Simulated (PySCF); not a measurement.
**Worked example: GaCl2⁺, singlet against GaCl2, doublet**

Geometry (PBE0/def2-TZVP stationary point of a doublet), kept for both states (GaCl2, doublet: A1; GaCl2⁺, singlet: A1):

```tsv
atom	x (Å)	y (Å)	z (Å)
Cl	0.0000	-0.5429	1.8617
Ga	0.0000	0.5521	0.0000
Cl	0.0000	-0.5429	-1.8617
```

Basis cc-pVDZ; PySCF 2.14.0. Correlated methods freeze the noble-gas cores and the filled d shells of p-block atoms. R marks a restricted (for open shells ROHF) determinant. No spin–orbit coupling is included, and no scalar relativity.

Full CI isn't at hand for all of this; RCCSDT serves as the reference. It lacks quadruple excitations, which often exceed the step from CCSD(T) to CCSDT.

```
   level  E(GaCl2, doublet) (hartree)  E(GaCl2⁺, singlet) (hartree)
RCCSD(T)                 -2842.663193                  -2842.339357
     PBE                 -2844.640840                  -2844.306879
 wB97M-V                 -2845.164868                  -2844.824318
  RCCSDT                 -2842.664004                  -2842.340397
```

**Question.** Give the vertical gap, GaCl2⁺ singlet less GaCl2 doublet, at each level in eV (1 hartree = 27.2114 eV), and each error against RCCSDT.

**Answer.** RCCSDT: (-2842.340397 − (-2842.664004)) × 27.2114 = 8.806 eV (the reference)
wB97M-V: (-2844.824318 − (-2845.164868)) × 27.2114 = 9.267 eV, error 0.461 eV
PBE: (-2844.306879 − (-2844.640840)) × 27.2114 = 9.088 eV, error 0.282 eV
RCCSD(T): (-2842.339357 − (-2842.663193)) × 27.2114 = 8.812 eV, error 0.006 eV

Total energies of functionals can't be set beside those of wave-function methods, since they hold the core's correlation and their own absolute errors; only the differences compare.

In so small a basis the reference is far from its limit while semilocal and hybrid functionals are nearer theirs, so the functionals' errors here hold much of the reference's basis and frozen-core error, which can add to them or hide them.

Each level lands on the state that its own search finds. T1 diagnostics of restricted CCSD: 0.018 and 0.019.
